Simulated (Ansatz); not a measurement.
`CC(=S)C(=N)F` + H–F → `N=C(F)F` + `CC=S` at 600 K and 1 bar (substitution at a C–C bond).

Isolated molecules relaxed with PBE0-D4/def2-TZVP in Ansatz; ΔE leaves out vibrations. CCSD(T)/CBS adds triple-zeta CCSD(T) − MP2 to the extrapolated MP2 energy (def2 sets, frozen cores). This one scheme is used for every species. Each species was taken in one conformer, which may not be the lowest.

| species | CCSD(T)/CBS energy (Eh) | H − E (kJ/mol) | S (J/(mol·K)) |
| --- | --- | --- | --- |
| `CC(=S)C(=N)F` | -668.79628 | 238.0 | 425.2 |
| H–F | -100.39570 | 42.3 | 194.0 |
| `N=C(F)F` | -292.91376 | 100.3 | 311.4 |
| `CC=S` | -476.26007 | 176.5 | 323.6 |

H − E and S are ideal-gas, rigid-rotor, harmonic terms from PBE0-D4/def2-TZVP, for one conformer and one mirror image of each species. 1 Eh = 2625.50 kJ/mol, R = 8.31446 J/(mol·K).

**Question.** By hand: ΔE, ΔH, ΔS and ΔG.

**Answer.** ΔE = (-292.91376) + (-476.26007) − (-668.79628) − (-100.39570) = 0.01815 Eh = 47.7 kJ/mol. Δ(H − E) = 100.3 + 176.5 − 238.0 − 42.3 = -3.5, so ΔH = 44.2 kJ/mol. ΔS = 311.4 + 323.6 − 425.2 − 194.0 = 15.8 J/(mol·K). ΔG = 44.2 − 600 × (15.8)/1000 = 34.7 kJ/mol.

**Question.** By hand: the equilibrium constant, and the temperature at which ΔG would vanish if ΔH and ΔS stayed fixed.

**Answer.** log₁₀ K = −ΔG/(RT ln 10) = -3.0. ΔG = 0 at ΔH/ΔS = 2797 K, far beyond where these terms or the molecules hold.

ΔH outweighs TΔS. A doubt of 5 kJ/mol in ΔE shifts log₁₀ K by 0.4 here. Other conformers and mirror images would add mixing entropy, several J/(mol·K) or more a flexible species. Modes under 60 cm⁻¹, often nearly free rotors, make the harmonic entropy too high. These are equilibria of isolated gas molecules and say nothing of rates. Largest T1 diagnostic: 0.016 (customary marks: 0.02 for closed shells, 0.045 for open ones).
